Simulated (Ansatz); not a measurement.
fcc Pd, treated with PBEsol (PAW; Ansatz, a first-principles code).

A relaxed, unreconstructed slab of the (310) face has 20 atoms, two equal faces of 23.777 Å² each and an energy of -138126.8934 eV. A bulk cell of 10 atoms with the same orientation and in-plane k mesh has -69066.5145 eV. Energies are extrapolated to zero smearing.

Numerical settings: plane-wave cutoff 500 eV, 14×10×1 k mesh (along the axes of the cell as run), Fermi–Dirac smearing 0.1 eV, scalar-relativistic PAW data made under PBE.

Worked out: γ = (E_slab − N E_bulk per atom)/2A = [-138126.8934 − 20 × (-69066.5145/10)]/(2 × 23.777) = 0.1290 eV/Å². With 16.022 J/m² per eV/Å² this is 2.07 J/m², or 3.07 eV per surface cell and face.
